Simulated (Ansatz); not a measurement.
For solid chlorine, PBE (PAW; Ansatz, a quantum-chemistry and plane-wave program) gives:

| Quantity | Value |
|---|---|
| equilibrium volume per atom | 35.74 Å³/atom |
| bulk modulus B0 | 1.2 GPa |
| band gap at the measured cell (atoms relaxed with PBEsol) | 2.48 eV |

### Question
What does r²SCAN (Ansatz, plane waves, PAW) give for the same quantities?

### Answer

- equilibrium volume per atom: 27.94 Å³/atom (decreases by 22 %)
- bulk modulus: 6.9 GPa (rises by 480 %)
- band gap at the measured cell (atoms relaxed with PBEsol): 2.86 eV (rises by 0.38 eV)

Changes are worked out from the printed values.

Unless a cell is named, each level is at its own relaxed cell (PBE 35.74, r²SCAN 27.94 Å³/atom).

Density-functional gaps are differences of (generalised) Kohn–Sham levels.

Caveats: the cell comes from a level without a dispersion term, which matters for the spacing of layers, chains or molecules (PBE, r²SCAN). Ansatz's density-functional and Hartree–Fock values are scalar-relativistic unless marked +SOC, with PAW data made under PBE.
